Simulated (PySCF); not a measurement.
Isomers of C5H10, mass 70.078 u with the commonest isotopes. The calculation used PySCF 2.14.0, PBE0-D3(BJ)/def2-TZVP geometry optimisation, gas phase. One conformer each, none proved a minimum here; rigid rotors.

Problem. Order these by radius of gyration √(Σ m r²/M), largest first.
A. 1,1-dimethylcyclopropane (`CC1(C)CC1`)
B. `[CH2:1]=[CH:2][CH2:3][CH2:4][CH3:5]` with C1–C2–C3–C4 120°, C2–C3–C4–C5 178° (1-pentene)
C. `[CH2:1]=[CH:2][CH:3]([CH3:4])[CH3:5]` with C1–C2–C3–C4 -119° (3-methyl-1-butene)
D. `[CH3:1]/[CH:2]=[CH:3]\[CH2:4][CH3:5]` with C2–C3–C4–C5 -114°
E. `[CH2:1]=[C:2]([CH3:3])[CH2:4][CH3:5]` with C1–C2–C4–C5 115° (2-methyl-1-butene)

Solution. B (1.896 Å), D (1.782 Å), C (1.668 Å), E (1.643 Å), A (1.484 Å).

Problem. Order these by rotational constant B, largest first.
A. `[CH2:1]=[CH:2][CH2:3][CH2:4][CH3:5]` with C1–C2–C3–C4 120°, C2–C3–C4–C5 178°
B. `[CH3:1]/[CH:2]=[CH:3]\[CH2:4][CH3:5]` with C2–C3–C4–C5 -114°
C. `[CH2:1]=[CH:2][CH:3]([CH3:4])[CH3:5]` with C1–C2–C3–C4 -119°
D. `[CH2:1]=[C:2]([CH3:3])[CH2:4][CH3:5]` with C1–C2–C4–C5 115°
E. 1,1-dimethylcyclopropane (`CC1(C)CC1`)

Solution. E (5259 MHz), D (3787 MHz), C (3583 MHz), B (2665 MHz), A (2139 MHz).

Problem. Order these by dipole moment, smallest first.
A. 1,1-dimethylcyclopropane, `CC1(C)CC1`
B. `[CH2:1]=[CH:2][CH:3]([CH3:4])[CH3:5]` with C1–C2–C3–C4 -119°
C. `[CH2:1]=[C:2]([CH3:3])[CH2:4][CH3:5]` with C1–C2–C4–C5 115°

Solution. A (0.13 D), B (0.37 D), C (0.57 D).

| SMILES | point group | Ia (u·Å²) | Ib (u·Å²) | Ic (u·Å²) | κ | μa (D) | μb (D) | μc (D) |
| --- | --- | --- | --- | --- | --- | --- | --- | --- |
| C=CC(C)C | Cs | 66.39 | 141.07 | 182.39 | -0.66 | 0.36 | 0.00 | 0.06 |
| C=CCCC | C1 | 27.33 | 236.23 | 240.20 | -1.00 | 0.42 | 0.07 | 0.08 |
| C=C(C)CC | C1 | 69.10 | 133.46 | 175.75 | -0.59 | 0.39 | 0.38 | 0.14 |
| CC1(C)CC1 | C2v | 81.33 | 96.09 | 131.24 | 0.19 | 0.13 | 0.00 | 0.00 |
| C/C=C\CC | C1 | 47.14 | 189.63 | 208.27 | -0.94 | 0.01 | 0.25 | 0.07 |
